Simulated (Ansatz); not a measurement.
## Iridium, fcc: convergence with the plane-wave cutoff

Computed with Ansatz, LDA, scalar-relativistic PAW, on the relaxed cell (a = 3.812 Å; spin not included). Errors count from a run at 420 eV on a Γ-centred 23×23×23 mesh with Fermi-Dirac smearing of 0.1 eV, extrapolated to zero width. Fixed here: mesh 14×14×14, Fermi-Dirac width 0.1 eV. The pressure holds a Pulay correction and is unreliable far below the recommended cutoff. The SCF starts from atomic densities corrected by a trained network.

```tsv
cutoff (eV)	E(σ→0) error (meV/atom)	P (GPa)	SCF iterations
150	43251.5	-109.33	6
200	10157.0	-25.78	6
250	1654.8	9.46	6
300	185.3	-0.13	6
350	20.5	-0.04	6
420	10.5	0.04	6
500	9.0	0.02	6
600	8.7	0.01	6
800	8.5	0.01	6
```

Within 5 meV/atom of the last row: from 420 eV on.
